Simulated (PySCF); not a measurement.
## Atomization energy of Si2, triplet, from cheap to dear

Geometry (MP2(full)/6-31G*, from the G2/97 set):

```
atom   x (Å)   y (Å)   z (Å)
  Si  0.0000  0.0000  0.0000
  Si  0.0000  0.0000  2.2601
```

Measured, as an electronic atomization energy: 312.5 kJ/mol (G2/97 heats of formation of molecule and atoms, with zero-point and thermal terms from B3LYP taken off; Curtiss et al., J. Chem. Phys. 106, 1063 (1997), Staroverov et al., J. Chem. Phys. 119, 12129 (2003)). The measured value holds scalar relativity and spin–orbit coupling, which all computed ones lack, and core correlation, which the wave-function levels lack. Atoms are taken at the same level; beside RHF, RMP2 and RCC rows of closed shells they are unrestricted. PySCF 2.14.0; the 6-31G* set has Cartesian d functions; a miss is computed less measured; times are wall times on shared hosts and scatter by a factor of two or so; they hold the correlated step alone (with one SCF for RCCSD(T)), and functionals start from a converged Hartree–Fock density. B3LYP has the VWN-RPA form, and B2PLYP's MP2 part freezes the cores.

```json
{"level": "UCCSD(T)", "basis": "STO-3G", "miss (kJ/mol)": "27.4", "time of the run": "0.38 s", "hardware": "1 CPU thread"}
{"level": "RCCSD(T)", "basis": "STO-3G", "miss (kJ/mol)": "27.5", "time of the run": "0.57 s", "hardware": "1 CPU thread"}
{"level": "UHF", "basis": "6-31G*", "miss (kJ/mol)": "-167.6", "time of the run": "0.59 s", "hardware": "1 CPU thread"}
{"level": "PBE0", "basis": "STO-3G", "miss (kJ/mol)": "138.4", "time of the run": "1.1 s", "hardware": "1 CPU thread"}
{"level": "BLYP", "basis": "STO-3G", "miss (kJ/mol)": "181.9", "time of the run": "1.1 s", "hardware": "1 CPU thread"}
{"level": "B2PLYP", "basis": "STO-3G", "miss (kJ/mol)": "87.7", "time of the run": "1.2 s", "hardware": "1 CPU thread"}
{"level": "UCCSD(T)", "basis": "6-31G", "miss (kJ/mol)": "-100.6", "time of the run": "1.3 s", "hardware": "1 CPU thread"}
{"level": "UHF", "basis": "cc-pV(D+d)Z", "miss (kJ/mol)": "-149.4", "time of the run": "1.4 s", "hardware": "1 CPU thread"}
{"level": "UCCSD(T)", "basis": "6-31G*", "miss (kJ/mol)": "-57.1", "time of the run": "2 s", "hardware": "1 CPU thread"}
{"level": "BLYP", "basis": "cc-pV(D+d)Z", "miss (kJ/mol)": "2.9", "time of the run": "2.3 s", "hardware": "1 CPU thread"}
{"level": "SPW92", "basis": "cc-pV(T+d)Z", "miss (kJ/mol)": "79.0", "time of the run": "2.3 s", "hardware": "1 CPU thread"}
{"level": "PBE", "basis": "6-31G", "miss (kJ/mol)": "-24.1", "time of the run": "2.4 s", "hardware": "1 CPU thread"}
{"level": "RCCSD(T)", "basis": "6-31G", "miss (kJ/mol)": "-100.9", "time of the run": "2.4 s", "hardware": "1 CPU thread"}
{"level": "BLYP", "basis": "6-31G", "miss (kJ/mol)": "-44.1", "time of the run": "2.7 s", "hardware": "1 CPU thread"}
{"level": "B3LYP", "basis": "6-31G", "miss (kJ/mol)": "-68.9", "time of the run": "2.7 s", "hardware": "1 CPU thread"}
{"level": "B3LYP", "basis": "cc-pV(D+d)Z", "miss (kJ/mol)": "-5.1", "time of the run": "3 s", "hardware": "1 CPU thread"}
{"level": "RCCSDT", "basis": "6-31G", "miss (kJ/mol)": "-98.4", "time of the run": "3.3 s", "hardware": "1 CPU thread"}
{"level": "r2SCAN", "basis": "cc-pV(D+d)Z", "miss (kJ/mol)": "6.3", "time of the run": "4.3 s", "hardware": "1 CPU thread"}
{"level": "UCCSDT", "basis": "6-31G", "miss (kJ/mol)": "-98.2", "time of the run": "4.4 s", "hardware": "1 CPU thread"}
{"level": "BLYP", "basis": "cc-pV(T+d)Z", "miss (kJ/mol)": "7.9", "time of the run": "6.4 s", "hardware": "1 CPU thread"}
{"level": "r2SCAN", "basis": "6-31G*", "miss (kJ/mol)": "-2.1", "time of the run": "6.4 s", "hardware": "1 CPU thread"}
{"level": "B3LYP", "basis": "6-31G*", "miss (kJ/mol)": "-16.1", "time of the run": "6.7 s", "hardware": "1 CPU thread"}
{"level": "B3LYP", "basis": "cc-pV(T+d)Z", "miss (kJ/mol)": "0.8", "time of the run": "7.7 s", "hardware": "1 CPU thread"}
{"level": "B2PLYP", "basis": "6-31G", "miss (kJ/mol)": "-79.4", "time of the run": "8.1 s", "hardware": "1 CPU thread"}
{"level": "B2PLYP", "basis": "6-31G*", "miss (kJ/mol)": "-31.2", "time of the run": "11 s", "hardware": "1 CPU thread"}
{"level": "BLYP", "basis": "cc-pV(Q+d)Z", "miss (kJ/mol)": "6.5", "time of the run": "12 s", "hardware": "1 CPU thread"}
{"level": "PBE", "basis": "cc-pV(Q+d)Z", "miss (kJ/mol)": "27.3", "time of the run": "12 s", "hardware": "1 CPU thread"}
{"level": "PBE0", "basis": "cc-pV(Q+d)Z", "miss (kJ/mol)": "10.6", "time of the run": "15 s", "hardware": "1 CPU thread"}
{"level": "HSE06", "basis": "cc-pV(T+d)Z", "miss (kJ/mol)": "10.9", "time of the run": "15 s", "hardware": "1 CPU thread"}
{"level": "B3LYP", "basis": "cc-pV(Q+d)Z", "miss (kJ/mol)": "0.2", "time of the run": "16 s", "hardware": "1 CPU thread"}
{"level": "CAM-B3LYP", "basis": "cc-pV(T+d)Z", "miss (kJ/mol)": "-12.4", "time of the run": "18 s", "hardware": "1 CPU thread"}
{"level": "r2SCAN", "basis": "cc-pV(Q+d)Z", "miss (kJ/mol)": "14.2", "time of the run": "20 s", "hardware": "1 CPU thread"}
{"level": "RCCSD(T)", "basis": "cc-pV(T+d)Z", "miss (kJ/mol)": "-16.0", "time of the run": "20 s", "hardware": "1 CPU thread"}
{"level": "UHF", "basis": "cc-pV(Q+d)Z", "miss (kJ/mol)": "-137.3", "time of the run": "33 s", "hardware": "1 CPU thread"}
{"level": "wB97M-V", "basis": "6-31G", "miss (kJ/mol)": "-86.0", "time of the run": "34 s", "hardware": "1 CPU thread"}
{"level": "wB97M-V", "basis": "cc-pV(T+d)Z", "miss (kJ/mol)": "14.8", "time of the run": "40 s", "hardware": "1 CPU thread"}
{"level": "RCCSDT", "basis": "6-31G*", "miss (kJ/mol)": "-54.6", "time of the run": "61 s", "hardware": "1 CPU thread"}
{"level": "wB97M-V", "basis": "cc-pV(Q+d)Z", "miss (kJ/mol)": "12.7", "time of the run": "68 s", "hardware": "1 CPU thread"}
{"level": "UCCSDT", "basis": "6-31G*", "miss (kJ/mol)": "-54.6", "time of the run": "75 s", "hardware": "1 CPU thread"}
{"level": "RCCSDT", "basis": "cc-pV(D+d)Z", "miss (kJ/mol)": "-50.3", "time of the run": "2.3 min", "hardware": "1 CPU thread"}
```

HF's time is that of a plain UHF run.

The smallest set from which on each level stays within 1 kcal/mol of its own cc-pV(Q+d)Z value: RHF cc-pV(T+d)Z; UHF cc-pV(T+d)Z; PBE cc-pV(D+d)Z; r2SCAN cc-pV(T+d)Z; B3LYP cc-pV(T+d)Z; wB97M-V cc-pV(D+d)Z; B2PLYP cc-pV(T+d)Z; RMP2 none (cc-pV(T+d)Z is 2.7 kcal/mol off); UMP2 none (cc-pV(T+d)Z is 2.8 kcal/mol off); RCCSD(T) none (cc-pV(T+d)Z is 3.0 kcal/mol off); UCCSD(T) none (cc-pV(T+d)Z is 3.0 kcal/mol off).
